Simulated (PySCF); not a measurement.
Run record: geometry optimisation, formaldehyde, `C=O`.

Method: PBE0/def2-TZVP geometry optimisation, gas phase (PySCF 2.14.0). Start geometry: GFN2-xTB. A driver script takes a list of jobs; this job's settings line and coordinates (Å) are shown.

Input:
```
{"job": {"xc": "PBE0", "basis": "def2-TZVP", "grid": 1, "kind": "geom"}, "charge": 0, "multiplicity": 1}
C      0.003175     0.001019    -0.005928
O      1.176539    -0.209213    -0.014559
H     -0.748437    -0.806190     0.003826
H     -0.421043     1.019157    -0.006192
```

Output:
```
step   0  E = -114.41856161  max force = 0.005124
step   1  E = -114.41868684  max force = 0.000462
step   2  E = -114.41868707  max force = 0.000327
optimisation converged
```

Energies in Eh; «max force» is the largest Cartesian gradient component in Eh/bohr.

Question: Give the first gradient maximum in eV/Å.

Answer: With 1 Eh/bohr = 51.422 eV/Å, 0.263 eV/Å.

Question: How much energy does the optimisation release, in kcal/mol?

Answer: E(step 0) − E(last step) = 0.000125 Eh, which is 0.1 kcal/mol.

Summary of the converged run: final energy -114.41869 Eh after 2 steps; dipole 2.31 D.

Time: 2.4 s; peak memory 0.28 GiB. Hardware: one thread, Arm Neoverse V1 (aarch64), on a shared host.
Labels such as C1 count atoms from 1, the log's own numbers from 0.
